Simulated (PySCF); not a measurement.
## Where the electron goes

C4H4S2.
Atom-mapped SMILES: `[SH:1][c:2]1[cH:3][cH:4][cH:5][s:6]1` (hydrogens: H7 on S1; H8 on C3; H9 on C4; H10 on C5)

Computed, not measured: PySCF, TDDFT wB97X-D/def2-SVPD, vertical, gas phase, core orbitals frozen in the response. Geometry: PBE0-D3(BJ)/def2-SVP, one conformer, isolated molecule. Torsions of this conformer, `[SH:1][c:2]1[cH:3][cH:4][cH:5][s:6]1`: H–S1–C2–C3 -179°.

Kohn–Sham orbitals with the atoms that hold most of them (Löwdin shares over 4%, at most four atoms; ? is withheld):

| orbital | ε (eV) | atoms |
| --- | --- | --- |
| HOMO-3 | -11.85 | S6 36%, S1 27%, C2 16%, C3 6% |
| HOMO-2 | -10.62 | S1 42%, C2 18%, C5 16%, C4 10% |
| HOMO-1 | -9.28 | ? |
| HOMO | -7.96 | ? |
| LUMO | ? | S6 22%, C2 21%, C5 19%, C4 12% |
| LUMO+1 | 1.34 | S6 36%, S1 31%, H7 17%, C2 6% |
| LUMO+2 | 1.97 | S1 68%, C2 9%, S6 8%, H7 6% |

Q: Give the leading atoms of the HOMO-1.

A: S6 (bonded to 2 C) 44%; C3 (bonded to 2 C and H) 19%; C4 (bonded to 2 C and H) 18%; C2 (bonded to C and 2 S) 9%. By element: carbon 45% or more, sulfur 44% or more.

Q: Give the leading atoms of the HOMO.

A: S1 (bonded to C and H) 34%; C5 (bonded to C, S and H) 19%; C2 (bonded to C and 2 S) 18%; C3 (bonded to 2 C and H) 12%. By element: carbon 48% or more, sulfur 34% or more.

Q: What is the LUMO energy, and the HOMO–LUMO gap?

A: ε(LUMO) = 1.03 eV; the gap is 8.99 eV (0.3305 hartree).

Q: How does S1 compare with the orbital gap of 8.99 eV?

A: S1 is at 4.71 eV (f = 0.0006), 4.29 eV below the gap, made of HOMO→LUMO+1 (87%). Its leading pair isn't HOMO and LUMO; the energies of that pair differ by 9.30 eV. Without the coupling terms of the response equations the lowest excitation would equal the gap.

Q: One configuration dominates each of S1, S2, S4 and S5. Which, and how do the shares of the two leading atoms of either orbital change from the occupied to the empty one?

A: 
- S1 (4.71 eV, f 0.0006), HOMO→LUMO+1 (87%): S1 34% → 31%, C5 19% → at most 7%, S6 at most 12% → 36%
- S2 (5.02 eV, f 0.191), HOMO→LUMO (96%): S1 34% → at most 13%, C5 19% → 19%, S6 at most 12% → 22%, C2 18% → 21%
- S4 (5.87 eV, f 0.055), HOMO-1→LUMO (75%): S6 44% → 22%, C3 19% → at most 13%, C2 9% → 21%
- S5 (6.03 eV, f 0.0017), HOMO-1→LUMO+1 (75%): S6 44% → 36%, C3 19% → at most 7%, S1 at most 9% → 31%

Löwdin shares depend on the basis, the more so with diffuse functions.
